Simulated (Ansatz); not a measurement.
Two isomers of C6H8: A = `C1=C[C@H]2C[C@H]2C1`, B = `CC1=CCC=C1`.

Gas-phase electronic energies from Ansatz, PBE0-D4/def2-TZVP geometries. CCSD(T)/CBS is the MP2 limit (def2-TZVPP, def2-QZVPP) plus CCSD(T) − MP2 in def2-TZVPP, frozen cores. DFT in def2-TZVPP. B3LYP here is the variant with VWN-RPA as its local correlation; programs differ in this.

Problem. Which is lower in electronic energy at CCSD(T)/CBS, and by how much? (Best estimate.)

Solution. Computed: B, by 12.9 kcal/mol.

Problem. Give E(B) − E(A) in kcal/mol with B3LYP-D4, HF/def2-TZVPP, CCSD/def2-TZVPP, B3LYP, B2PLYP, PBE-D4, PBE0-D4. (Best estimate.)

Solution. Ansatz gave: B3LYP-D4 -15.7, HF/def2-TZVPP -14.9, CCSD/def2-TZVPP -12.0, B3LYP -16.1, B2PLYP -14.7, PBE-D4 -12.8, PBE0-D4 -11.0. None reverses the order clearly.

Problem. Does the order hold for the free energy at 298.15 K (harmonic terms from PBE0-D4)? (Best estimate.)

Solution. Ansatz gave: Yes: G(B) − G(A) = -14.9 kcal/mol.

Largest T1 diagnostic: 0.011.

At CCSD(T), def2-SVP lies +1.2 kcal/mol from the extrapolated value and def2-TZVPP +0.3 kcal/mol. Leaving LDA and LC-ωPBE aside and taking each functional with its dispersion term where it has one, the values, not all of them listed here, spread over 7.8 kcal/mol, from BLYP-D4 to ωB97X-V. LDA lies +2.9 kcal/mol from PBE without D4.
